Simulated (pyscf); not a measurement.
# Hydrogen abstraction: F–C(F)(F)–SiH₂• + hydrogen (H₂) → F–C(F)(F)–SiH₃ + H atom (H•)

Gas phase, doublet surface, charge 0. Bonds broken: H6–H7. Bonds formed: Si5–H6. Optimised with ωB97X-D3(BJ)/def2-SVP in PySCF.

Transition state (Å):

```xyz
9

F      1.3360     1.5603    -0.2473
C      0.6054     0.4286    -0.2550
F      1.4556    -0.5960    -0.0517
F      0.0980     0.2890    -1.4950
Si    -0.7939     0.4639     1.0748
H     -1.5988    -0.8962     0.9154
H     -2.1753    -1.9158     0.7472
H     -0.1576     0.5577     2.4146
H     -1.6677     1.6325     0.7930
```

One imaginary mode, 1106i cm⁻¹; descent along it reached the two sides named.

```csv
bond,change,reactant side (Å),saddle,product side
H6–H7,breaks,0.761,1.183,3.7
Si5–H6,forms,3.4,1.588,1.485
```

Electronic energies relative to the separated reactants (kJ/mol):

```json
[
 {"level": "ωB97X-D3(BJ)/def2-TZVP", "barrier": "63.9", "reaction energy": "+40.4", "reverse barrier": "23.5"},
 {"level": "PBE/def2-TZVP", "barrier": "56.9", "reaction energy": "+54.4", "reverse barrier": "2.5"},
 {"level": "r²SCAN/def2-TZVP", "barrier": "58.9", "reaction energy": "+60.1", "reverse barrier": "-1.3"},
 {"level": "B3LYP-D3(BJ)/def2-TZVP", "barrier": "61.5", "reaction energy": "+57.4", "reverse barrier": "4.1"},
 {"level": "PBE0-D3(BJ)/def2-TZVP", "barrier": "57.9", "reaction energy": "+47.6", "reverse barrier": "10.3"},
 {"level": "M06-2X/def2-TZVP", "barrier": "82.4", "reaction energy": "+55.8", "reverse barrier": "26.5"},
 {"level": "ωB97M-D3(BJ)/def2-TZVP", "barrier": "65.9", "reaction energy": "+42.5", "reverse barrier": "23.5"},
 {"level": "HF/def2-TZVP", "barrier": "84.8", "reaction energy": "+24.5", "reverse barrier": "60.3"}
]
```

With ωB97M-D3(BJ)/def2-TZVP energies and thermal terms (ideal gas, 1 atm, RRHO with modes under 100 cm⁻¹ raised to 100, one conformer, R ln 2 for rigid chiral ones), in kJ/mol:

```tsv
T (K)	ΔH‡	ΔG‡	ΔH	ΔG
298	56.3	88.6	+39.5	+47.9
600	55.3	122.1	+39.5	+56.7
900	56.6	155.2	+41.3	+65.0
1200	58.8	187.8	+44.0	+72.5
```

At r²SCAN this geometry lies under the product side: in single points on another level's saddle the reverse barrier vanishes, and the forward threshold there is about the reaction energy. This is the saddle that the search found; another between the same sides may lie lower. The angle at the transferred H is 177°.
